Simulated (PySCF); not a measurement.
Gas-phase reaction: SiH + SiH4 = Si2H5

Energies from PySCF, thermal terms from the rigid-rotor harmonic-oscillator model, ideal gas at 1 bar. † marks an energy on the PBE0/def2-TZVP geometry and frequencies; other levels use their own. MP2 and CCSD(T) freeze the core. 6-31G* has spherical d functions here. Open shells (unrestricted): SiH (multiplicity 2), Si2H5 (multiplicity 2); the rest are closed-shell singlets. Spin-orbit splitting is ignored; it lowers the true energy and changes the entropy of SiH. B3LYP is the form with VWN-RPA correlation. Si2H5: computed as isolated molecules; such fragments, hydroxides, amides, oligomers or adducts are transient or little studied in the gas. MP2 isn't extrapolated to the basis-set limit. CCSD(T) isn't extrapolated to the basis-set limit.

```json
[
 {"level": "B3LYP/6-31G*", "ΔH°(298 K), kJ": "[?]"},
 {"level": "B3LYP/def2-TZVP†", "ΔH°(298 K), kJ": "[?]"},
 {"level": "CCSD(T)/def2-SVP†", "ΔH°(298 K), kJ": "[?]"},
 {"level": "HF/def2-TZVP†", "ΔH°(298 K), kJ": "-141"},
 {"level": "M06-2X/def2-TZVP†", "ΔH°(298 K), kJ": "-177"},
 {"level": "MP2/def2-SVP†", "ΔH°(298 K), kJ": "-169"},
 {"level": "r2SCAN/def2-TZVP†", "ΔH°(298 K), kJ": "-204"}
]
```

Question: Complete the blanks.

Answer: 
- B3LYP/6-31G*, ΔH°(298 K), kJ: -162
- B3LYP/def2-TZVP†, ΔH°(298 K), kJ: -162
- CCSD(T)/def2-SVP†, ΔH°(298 K), kJ: -155
